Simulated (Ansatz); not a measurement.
Input for Ansatz (a program for electronic structure): R-CCSD(T)/aug-cc-pVDZ on CH4 (SMILES C).

Ansatz 0.2 input:
```yaml
crystal:
  periodic: [false, false, false]
  atoms:
    - {symbol: C, position_ang: [0.00000000, 0.00000000, 0.00000000]}
    - {symbol: H, position_ang: [0.00000000, 1.08744517, 0.00000000]}
    - {symbol: H, position_ang: [-0.51262657, -0.36248173, 0.88789526]}
    - {symbol: H, position_ang: [-0.51262657, -0.36248173, -0.88789526]}
    - {symbol: H, position_ang: [1.02525314, -0.36248173, 0.00000000]}
basis:
  gaussian:
    orbitals: aug-cc-pVDZ
magnetization: {spin_polarized: false}
correlation: {method: ccsd_t, electrons: outside_noble_gas}
scf: {lower_state_search: off}
```

Program output:

```
Functional definition: HF
[...]
these checks for a lower state are left out or cut short: stability, starts, cluster_reference, orbital_swaps, neighbouring_geometries, increment
integrals: 0.03 GiB planned
572 factors; integrals over basis functions are off by at most 6.2e-4 eV
mean field: 0.07 GiB planned
mean field evaluation 1: about -1092.4727 eV, gradient 2.4e1 eV
mean field evaluation 2: about -1092.4726 eV, gradient 2.4e1 eV
mean field evaluation 4: about -1093.8758 eV, gradient 1.5e0 eV
mean field evaluation 8: about -1093.8875 eV, gradient 1.7e-6 eV
mean field -1093.88746078 eV, -40.1996227200 hartree, gradient 1.7e-6 eV, S^2 0.000000; 0 other end points of the search recorded, 0 dependent functions left out
1 core orbitals not correlated
reference -1093.88746078 eV, -40.1996227200 hartree; 4, 4 occupied and 54, 54 virtual orbitals, 572 factors
second order -4.56617090 eV of doubles, -0.00000000 eV of singles
coupled cluster: 0.11 GiB planned
cycle   1  -5.04050163 eV  change   -4.7e-1 eV  update   4.2e-2
cycle   2  -5.18981272 eV  change   -1.5e-1 eV  update   1.3e-2
cycle   3  -5.20061340 eV  change   -1.1e-2 eV  update   2.9e-3
cycle   4  -5.20085281 eV  change   -2.4e-4 eV  update   7.9e-4
cycle   5  -5.20084008 eV  change    1.3e-5 eV  update   1.9e-4
cycle   6  -5.20087541 eV  change   -3.5e-5 eV  update   5.3e-5
cycle   7  -5.20089195 eV  change   -1.7e-5 eV  update   1.1e-5
cycle   8  -5.20089457 eV  change   -2.6e-6 eV  update   2.6e-6
perturbative correction -0.12187404 eV, -0.0044787884 hartree
Total energy: -1099.21022939 eV, -40.3952308587 hartree
Checks for a lower state left out: stability, starts, cluster_reference, orbital_swaps, neighbouring_geometries, increment
```

The run converged.

Cost: roughly 0.9 core-seconds.
